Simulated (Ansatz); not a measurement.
C2H2Cl2F2, SMILES `FC(F)C(Cl)Cl`, relaxed with RKS PBE0-D4/def2-TZVP in the Gaussian-basis code of Ansatz from a PBE-D4/def2-SVP geometry. The force threshold is 0.005 eV/Å; the program also tests the step.

The species carries charge 0 and has multiplicity 1.

Start:

```xyz
8

F    -0.133    0.787    1.616
C    -0.158    0.746    0.258
F     0.779    1.612   -0.211
C     0.200   -0.677   -0.205
Cl    0.248   -0.731   -1.988
Cl   -0.975   -1.839    0.466
H    -1.166    1.047   -0.109
H     1.205   -0.944    0.174
```

**Question.** By how much does the energy fall, and how many steps does the optimiser take? (Best estimate.)

**Answer.** Ansatz gave: 3.86 kJ/mol, in 5 steps.

**Question.** Which bonds change most? (Estimate.)

**Answer.** Ansatz gave: C4–Cl5 from 1.785 to 1.761 Å; C4–Cl6 from 1.784 to 1.761 Å; C2–H7 from 1.114 to 1.094 Å; C4–H8 from 1.107 to 1.089 Å.

**Question.** Give the relaxed structure. (Estimate.)

**Answer.** Computed: 
```xyz
8

F    -0.132    0.785    1.599
C    -0.161    0.735    0.251
F     0.768    1.599   -0.206
C     0.202   -0.674   -0.203
Cl    0.244   -0.729   -1.963
Cl   -0.961   -1.820    0.455
H    -1.150    1.041   -0.103
H     1.190   -0.938    0.170
```
